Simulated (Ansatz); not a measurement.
in.yaml

```yaml
crystal:
  periodic: [false, false, false]
  atoms:
    - {symbol: Al, position_ang: [0.000000, 0.020327, 1.303373]}
    - {symbol: P, position_ang: [0.000000, -0.088160, -1.085846]}
    - {symbol: H, position_ang: [0.000000, 2.164981, -1.522173]}
basis:
  gaussian: {orbitals: 6-31G}
magnetization: {spin_polarized: true, initial_magnetization: 3}
correlation: {method: ccsdt_q, electrons: outside_noble_gas}
```

```sh
$ ansatz run in.yaml --threads 1 --pin off --events-out ev --progress --plain --max-ram 2393MiB
```

(1) Roughly how long does this take on 1 thread of Arm Neoverse V2, shared host, and how much host memory?

```
560 factors; integrals over basis functions are off by at most 1.0e-7 eV
mean field evaluation 1: about -15863.4637 eV, gradient 8.2e0 eV
mean field evaluation 2: about -15863.4700 eV, gradient 8.2e0 eV
mean field evaluation 4: about -15864.9593 eV, gradient 2.3e0 eV
mean field evaluation 8: about -15865.1799 eV, gradient 2.7e-1 eV
mean field evaluation 16: about -15865.2612 eV, gradient 2.0e-3 eV
mean field evaluation 32: about -15865.2192 eV, gradient 1.8e-1 eV
mean field evaluation 64: about -15864.6965 eV, gradient 2.3e-1 eV
mean field evaluation 96: about -15865.2375 eV, gradient 4.1e-1 eV
mean field evaluation 128: about -15865.0789 eV, gradient 7.2e-1 eV
mean field evaluation 160: about -15864.8584 eV, gradient 1.5e0 eV
...
mean field -15865.26119485 eV, -583.0375950505 hartree, gradient 1.9e-6 eV, S^2 3.918082; 23 other end points of the search recorded, 0 dependent functions left out
determinant -15865.26119485 eV, -583.0375950505 hartree, with singles and doubles -15867.40897800 eV, -583.1165246253 hartree
determinant -15865.01957890 eV, -583.0287158281 hartree, with singles and doubles -15867.19764928 eV, -583.1087584383 hartree
determinant -15864.94021593 eV, -583.0257992929 hartree, with singles and doubles -15866.86855742 eV, -583.0966645354 hartree
determinant -15864.92611597 eV, -583.0252811288 hartree, with singles and doubles -15866.75649176 eV, -583.0925461983 hartree
determinant -15864.70033654 eV, -583.0169838877 hartree, with singles and doubles -15866.94536513 eV, -583.0994871666 hartree
determinant -15864.25061941 eV, -583.0004570879 hartree, with singles and doubles -15867.41113532 eV, -583.1166039055 hartree
determinant -15863.90557590 eV, -582.9877769730 hartree, with singles and doubles -15866.80794029 eV, -583.0944368969 hartree
determinant -15863.03589113 eV, -582.9558166470 hartree, with singles and doubles -15864.42359840 eV, -583.0068139485 hartree
determinant -15862.51294986 eV, -582.9365989099 hartree, with singles and doubles -15864.52656391 eV, -583.0105978613 hartree
determinant -15862.29948767 eV, -582.9287543191 hartree, with singles and doubles -15864.52884172 eV, -583.0106815692 hartree
determinant -15862.24843252 eV, -582.9268780769 hartree, with singles and doubles -15864.27434048 eV, -583.0013288214 hartree
determinant -15862.14671043 eV, -582.9231398592 hartree, with singles and doubles -15864.41523997 eV, -583.0065067820 hartree
determinant -15865.26119485 eV, -583.0375950505 hartree, with singles and doubles -15867.53373790 eV, -583.1211094673 hartree
determinant -15865.01957890 eV, -583.0287158281 hartree, with singles and doubles -15867.53639975 eV, -583.1212072882 hartree
determinant -15864.94021593 eV, -583.0257992929 hartree, with singles and doubles -15867.22761877 eV, -583.1098597964 hartree
determinant -15864.70033654 eV, -583.0169838877 hartree, with singles and doubles -15866.94671284 eV, -583.0995366941 hartree
determinant -15864.25061941 eV, -583.0004570879 hartree, with singles and doubles -15867.47840381 eV, -583.1190759770 hartree
...
10 core orbitals not correlated: weight in the atoms' cores, before any rotation towards them, 1.000 or more for the frozen orbitals, at most 0.000 for the correlated occupied ones
reference -15864.25061941 eV, -583.0004570881 hartree; 6, 3 occupied and 12, 15 virtual orbitals, 560 factors
second order -1.95796845 eV of doubles, -0.00000000 eV of singles
...
cycle  21  -3.44401772 eV  change   -7.8e-5 eV  update   5.8e-5
cycle  22  -3.44403538 eV  change   -1.8e-5 eV  update   3.1e-5
cycle  23  -3.44401809 eV  change    1.7e-5 eV  update   1.5e-5
cycle  24  -3.44401152 eV  change    6.6e-6 eV  update   9.1e-6
cycle  25  -3.44400445 eV  change    7.1e-6 eV  update   6.1e-6
cycle  26  -3.44400615 eV  change   -1.7e-6 eV  update   3.8e-6
cycle  27  -3.44400664 eV  change   -4.9e-7 eV  update   2.5e-6
cycle  28  -3.44400507 eV  change    1.6e-6 eV  update   1.7e-6
cycle  29  -3.44400401 eV  change    1.1e-6 eV  update   1.1e-6
cycle  30  -3.44400347 eV  change    5.4e-7 eV  update   8.7e-7
perturbative correction -0.02238534 eV, -0.0008226460 hartree
Total energy: -15867.71700822 eV, -583.1278445272 hartree
```

The determinant lies 1.01 eV above the lowest one of its kind in the log. The T1 diagnostic is 0.148, too large for the energy to be relied on.

## Answers

(1) 7 s wall and 0.2 GiB.
